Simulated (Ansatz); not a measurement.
**V8N (P4_2/mnm)**

The calculation used Ansatz, DFT r2SCAN, scalar-relativistic, plane waves, PAW.

Cutoff 500 eV; k points 4×4×12 on the computed 18-atom cell (Γ-centred); Gaussian smearing, width 0.10 eV; no spin polarisation.

The structure is relaxed at this level of theory with its symmetry kept. Whether it is the stable form of this composition wasn't checked.

It takes space group P4_2/mnm (No. 136, tetragonal). Conventional cell: a = 8.671 Å, b = 8.671 Å, c = 2.963 Å, α = 90.00°, β = 90.00°, γ = 90.00°. Around V (site symmetry m2m) lie 1 N at 1.93 Å. V (site symmetry m2m) is surrounded by 2 N at 2.02 Å. Around V (site symmetry m) lie 8 V at 2.48 to 2.71 Å. N (site symmetry mmm) has 6 V at 1.93 to 2.02 Å as nearest neighbours.

- Volume per atom: 83.5 bohr³
- Formation energy from the elements' standard states (uncorrected): -0.386 eV/atom
- Generalised Kohn–Sham band gap: none (metal)
- Density of states at the Fermi level: 17.96 states/eV per cell
- Löwdin character within 0.5 eV of the Fermi level: V 3d 90 %, unprojected 5 %
- Bulk modulus: 215 GPa
- Its pressure derivative: 4.0

A ferromagnetic start lost its moments in a first run, so spin was left out; other magnetic orders weren't tried.

Cost: 9 runs of about 92 core-minutes in all, on Oxide Virtual Turin-like Processor (Zen 5) (shared hosts).